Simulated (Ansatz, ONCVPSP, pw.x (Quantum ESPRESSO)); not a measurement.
# Ge (diamond): variants of one ONCV potential in the solid

germanium (Ge), optimised norm-conserving Vanderbilt (ONCV), made with ONCVPSP 4.0.1.1 (patched build) (PBE, scalar-relativistic). Core [Ar] 3d10, reference 4s1.75 4p2.25. Waves: 4s: rc 1.55 bohr, ncon 3, nbas 6, qcut 4.5 1/bohr, 1 projector; 4p: rc 2.30 bohr, ncon 3, nbas 7, qcut 3.6 1/bohr, 2 projectors, debl 0.7 Ha; d scattering state at 0.39 Ha: rc 2.00 bohr, ncon 3, nbas 6, qcut 5.5 1/bohr, 2 projectors, debl 4 Ha. Local part: polynomial inside 1.35 bohr (lpopt 5, dvloc0 0 Ha). Core correction: none.

Crystal test: diamond Ge in pw.x 7.5, no spin, 8³ k-points, Fermi–Dirac smearing 0.01 Ry, cutoffs set for each file from its atomic test. The reference is all-electron LAPW (Ansatz 0.2.0) with the same functional, mesh and smearing; V0 and B0 come from Birch–Murnaghan fits to the pressures at five volumes. Errors are pseudo minus all-electron; Δ is the rms difference of the E(V) curves that follow from these fits, minima aligned, over ±6 % about the mean V0. Mesh and smearing are coarse, so the numbers serve the comparison and aren't converged zero-temperature values; the lattice is a test structure that the element need not adopt.

All-electron: a0 = 5.765 Å (V0 = 23.95 Å³/atom), B0 = 57.6 GPa.

| change | cutoffs (Ry) | pw.x | a0 (Å) | a0 error (%) | B0 error (%) | Δ (meV/atom) | mean pressure error (GPa) |
| --- | --- | --- | --- | --- | --- | --- | --- |
| base | 40/160 | converged | 5.775 | +0.17 | -1.2 | 1.5 | +0.30 |
| d: rc 1.38 | 40/160 | converged; bound ghost | 5.816 | +0.89 | -4.2 | 7.9 | +1.57 |
| d: rc 2.22 | 40/160 | converged | 5.775 | +0.18 | -1.3 | 1.6 | +0.30 |
| d: rc 2.42 | 40/160 | converged | 5.776 | +0.18 | -1.5 | 1.6 | +0.31 |
| d: rc 2.78 | 40/160 | converged | 5.775 | +0.17 | -1.6 | 1.5 | +0.29 |

Give the row for: d: rc 1.92.

pw.x: converged; mean pressure error (GPa): +0.30; a0 (Å): 5.775; a0 error (%): +0.17; B0 error (%): -1.2; Δ (meV/atom): 1.6.
